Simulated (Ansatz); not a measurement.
# AlSiH2O radical (SMILES [O]1[Al][SiH2]1): functionals against CCSD(T) at one geometry

A test off equilibrium: a structure displaced at random from a GFN2-xTB minimum is computed at several levels, and each is set against CCSD(T).

Computed with Ansatz 0.2.0, Gaussian basis. Level: single points in def2-TZVPP.

Cores are frozen in the correlated methods. Orbitals are unrestricted.

## (1) The starting structure

SMILES `[O]1[Al][SiH2]1`, 5 atoms, charge 0, spin multiplicity 2.

Atoms are counted from 1 here; the program's logs count them from 0.

Bond lengths: O1–Al2 1.726 Å, O1–Si3 1.587 Å, Al2–Si3 2.461 Å, Si3–H4 1.469 Å, Si3–H5 1.518 Å. Angles: Al2–O1–Si3 95.8°, O1–Al2–Si3 39.9°, O1–Si3–Al2 44.2°, O1–Si3–H4 113.8°, O1–Si3–H5 111.1°, Al2–Si3–H4 126.7°, Al2–Si3–H5 123.9°, H4–Si3–H5 109.1°.

As a file:

```csv
atom,x (Å),y (Å),z (Å)
O1,-0.1331,-0.0992,1.1462
Al2,1.3804,-0.9080,1.3304
Si3,-0.0428,0.0556,-0.4307
H4,-1.1242,-0.6242,-1.1556
H5,-0.0151,1.5189,-0.8354
```

## (2) CCSD(T)/def2-TZVPP

Input file run/in.yaml:

```yaml
crystal:
  periodic: [false, false, false]
  atoms:
    - {symbol: O, position_ang: [-0.133100, -0.099200, 1.146200]}
    - {symbol: Al, position_ang: [1.380400, -0.908000, 1.330400]}
    - {symbol: Si, position_ang: [-0.042800, 0.055600, -0.430700]}
    - {symbol: H, position_ang: [-1.124200, -0.624200, -1.155600]}
    - {symbol: H, position_ang: [-0.015100, 1.518900, -0.835400]}
basis:
  gaussian: {orbitals: def2-TZVPP}
magnetization: {spin_polarized: true, initial_magnetization: 1}
correlation: {method: ccsd_t}
scf: {omitted_lower_state_checks: [cluster_reference]}
output: {forces: true}
```

No record of the launch command was kept for these runs.

## (3) PBE0-D4/def2-TZVPP

run/in.yaml, as its differences from that of step 2:

```diff
@@ -11,4 +11,3 @@
 magnetization: {spin_polarized: true, initial_magnetization: 1}
-correlation: {method: ccsd_t}
-scf: {omitted_lower_state_checks: [cluster_reference]}
-output: {forces: true}
+hamiltonian: {xc: pbe0, dispersion: d4}
+output: {forces: true, orbitals: {seedname: orbitals}}
```

## (4) wB97M-V/def2-TZVPP

run/in.yaml, as its differences from that of step 3:

```diff
@@ -11,3 +11,3 @@
 magnetization: {spin_polarized: true, initial_magnetization: 1}
-hamiltonian: {xc: pbe0, dispersion: d4}
-output: {forces: true, orbitals: {seedname: orbitals}}
+hamiltonian: {xc: {name: wB97M-V}}
+output: {forces: true}
```

## (5) r2SCAN-D4/def2-TZVPP

run/in.yaml, as its differences from that of step 4:

```diff
@@ -11,3 +11,3 @@
 magnetization: {spin_polarized: true, initial_magnetization: 1}
-hamiltonian: {xc: {name: wB97M-V}}
+hamiltonian: {xc: r2scan, dispersion: d4}
 output: {forces: true}
```

## (6) PBE-D4/def2-TZVPP

run/in.yaml, as its differences from that of step 5:

```diff
@@ -11,3 +11,3 @@
 magnetization: {spin_polarized: true, initial_magnetization: 1}
-hamiltonian: {xc: r2scan, dispersion: d4}
+hamiltonian: {xc: pbe, dispersion: d4}
 output: {forces: true}
```

## (7) r2SCANh-D4/def2-TZVPP

run/in.yaml, as its differences from that of step 6:

```diff
@@ -11,3 +11,3 @@
 magnetization: {spin_polarized: true, initial_magnetization: 1}
-hamiltonian: {xc: pbe, dispersion: d4}
+hamiltonian: {xc: {name: r2SCANh}, dispersion: d4}
 output: {forces: true}
```

## (8) BLYP-D4/def2-TZVPP

run/in.yaml, as its differences from that of step 7:

```diff
@@ -11,3 +11,3 @@
 magnetization: {spin_polarized: true, initial_magnetization: 1}
-hamiltonian: {xc: {name: r2SCANh}, dispersion: d4}
+hamiltonian: {xc: {name: BLYP}, dispersion: d4}
 output: {forces: true}
```

(Steps that only read results are left out.)

What does the calculation give? Wanted: energy less free atoms, CCSD(T)/def2-TZVPP; RMS force component; RMS force error; HOMO and LUMO, PBE0-D4; T1 diagnostic.

The runs gave:

| quantity | value |
| --- | --- |
| energy less free atoms, CCSD(T)/def2-TZVPP | -15.370 eV |
| RMS force component | 0.884 to 1.151 eV/Å over the methods |
| RMS force error | PBE0-D4 0.180, wB97M-V 0.065, r2SCAN-D4 0.174, PBE-D4 0.253, r2SCANh-D4 0.195, BLYP-D4 0.216 eV/Å |
| HOMO and LUMO, PBE0-D4 | -5.97 and -2.94 eV |
| T1 diagnostic | 0.030 |

What this shows: Against CCSD(T) the functionals' energies less atoms differ by -0.717 to -0.308 eV, PBE-D4 by -0.660 eV. CCSD(T) in triple zeta still lacks some correlation energy of the bonds, so part of these gaps is its own basis error and they don't rank the functionals. On forces the order runs from wB97M-V to PBE-D4.
